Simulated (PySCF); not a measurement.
# C5H11F: the cost of one run

The runs use PySCF 2.14.0, with density-fitted response routines of our own; the level of theory stands in each step. All values are computed, except where a source is named. Atoms count from 0, in the outputs and in this text.

## 1. Starting geometry

17 atoms, charge 0, multiplicity 1; geometry from: GFN2-xTB. The atoms were then displaced at random by about 0.01 Å, so the start is not that level's minimum.

Bonds of the start (Å): C0–C1 1.50, C1–C2 1.53, C1–C3 1.57, C3–C4 1.50, C3–F5 1.38, C0–H6 1.10, C0–H7 1.10, C0–H8 1.11, C1–H9 1.11, C2–H10 1.08, C2–H11 1.08, C2–H12 1.07, C3–H13 1.09, C4–H14 1.08, C4–H15 1.09, C4–H16 1.10.

## 2. Optimising the geometry at PBE0-D3(BJ)/def2-SVP

The job: settings as JSON, then the geometry in Å.

```
{"job": {"xc": "PBE0", "basis": "def2-SVP", "d3": "d3bj", "grid": 1, "shake": 0.01, "kind": "geom"}, "charge": 0, "multiplicity": 1}
C     -0.943850     1.288460    -0.060770
C     -0.617450    -0.055350     0.520170
C     -1.208970    -1.180950    -0.337320
C      0.935460    -0.221190     0.711810
C      1.755430     0.011270    -0.528280
F      1.308690     0.665000     1.703030
H     -2.029990     1.467480    -0.020570
H     -0.639100     1.387170    -1.109930
H     -0.480530     2.110180     0.520950
H     -1.053840    -0.115530     1.535090
H     -2.282650    -1.112020    -0.337250
H     -0.823880    -1.113940    -1.346390
H     -0.942140    -2.140360     0.066140
H      1.086910    -1.221020     1.131210
H      1.460380    -0.669030    -1.313960
H      2.802800    -0.144650    -0.266970
H      1.656220     1.056310    -0.856770
```

Started as:

```
$ OMP_NUM_THREADS=1 python probes_run.py task.json out
```

One launch serves the whole session: the jobs run in the order shown.

**Question.** How long does this first job take on 1 thread of AMD EPYC 9R45, shared host, and how much memory does it need?

About 31 s, with a peak of 0.66 GiB.
